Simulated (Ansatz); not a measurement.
in.yaml

```yaml
crystal:
  periodic: [false, false, false]
  atoms:
    - {symbol: F, position_ang: [0.000000, 0.000000, 0.000000]}
    - {symbol: Se, position_ang: [0.000000, 0.000000, 1.737500]}
basis:
  gaussian: {orbitals: cc-pVDZ}
total_charge: 1
magnetization: {spin_polarized: false, initial_magnetization: 2}
correlation: {method: ccsdt_q, electrons: outside_noble_gas}
```

```sh
$ ansatz run in.yaml --threads 1 --pin off --events-out ev --progress --plain --max-ram 2393MiB
```

Output:

```
749 factors; integrals over basis functions are off by at most 9.7e-8 eV
mean field evaluation 1: about -67991.2113 eV, gradient 5.8e1 eV
mean field evaluation 2: about -67991.2512 eV, gradient 5.7e1 eV
mean field evaluation 4: about -67996.9918 eV, gradient 1.6e1 eV
mean field evaluation 8: about -67997.6815 eV, gradient 1.1e0 eV
mean field evaluation 16: about -67997.6895 eV, gradient 2.2e-6 eV
mean field evaluation 32: about -67991.4228 eV, gradient 2.0e1 eV
mean field evaluation 64: about -67992.8853 eV, gradient 9.9e-4 eV
mean field evaluation 96: about -67993.1473 eV, gradient 1.3e-1 eV
mean field evaluation 128: about -67991.5999 eV, gradient 1.6e0 eV
mean field evaluation 160: about -67989.5679 eV, gradient 6.9e-3 eV
mean field evaluation 192: about -67987.8796 eV, gradient 6.4e0 eV
mean field -67997.68945211 eV, -2498.8689968757 hartree, gradient 2.2e-6 eV, S^2 2.000000; 0 other end points of the search recorded, 0 dependent functions left out
mean field evaluation 224: about -67997.8432 eV, gradient 3.0e-4 eV
15 core orbitals not correlated: weight in the atoms' cores, before any rotation towards them, 1.000 or more for the frozen orbitals, at most 0.000 for the correlated occupied ones
reference -67997.68945211 eV, -2498.8689968757 hartree; 7, 5 occupied and 19, 21 virtual orbitals, 749 factors
second order -7.48055451 eV of doubles, -0.08193761 eV of singles
cycle   1  -7.56151717 eV  change    2.9e-3 eV  update   1.1e-1
cycle   2  -7.90452403 eV  change   -3.4e-1 eV  update   7.0e-2
cycle   3  -8.14226940 eV  change   -2.4e-1 eV  update   3.2e-2
cycle   4  -8.16314145 eV  change   -2.1e-2 eV  update   1.5e-2
cycle   5  -8.15529546 eV  change    7.8e-3 eV  update   1.0e-2
cycle   6  -8.16094851 eV  change   -5.7e-3 eV  update   4.1e-3
cycle   7  -8.16362332 eV  change   -2.7e-3 eV  update   1.8e-3
cycle   8  -8.16237626 eV  change    1.2e-3 eV  update   9.0e-4
cycle   9  -8.16227131 eV  change    1.0e-4 eV  update   3.1e-4
cycle  10  -8.16254641 eV  change   -2.8e-4 eV  update   1.3e-4
cycle  11  -8.16237302 eV  change    1.7e-4 eV  update   6.3e-5
cycle  12  -8.16239137 eV  change   -1.8e-5 eV  update   2.6e-5
cycle  13  -8.16240287 eV  change   -1.1e-5 eV  update   1.3e-5
cycle  14  -8.16239887 eV  change    4.0e-6 eV  update   5.0e-6
cycle  15  -8.16240111 eV  change   -2.2e-6 eV  update   2.4e-6
cycle  16  -8.16240347 eV  change   -2.4e-6 eV  update   1.7e-6
cycle  17  -8.16240382 eV  change   -3.4e-7 eV  update   9.6e-7
perturbative correction -0.01844363 eV, -0.0006777911 hartree
Total energy: -68005.87029956 eV, -2499.1696374743 hartree
```

Ran on 1 thread of Arm Neoverse N1, shared host: 16 s wall, 0.22 GiB peak host memory.
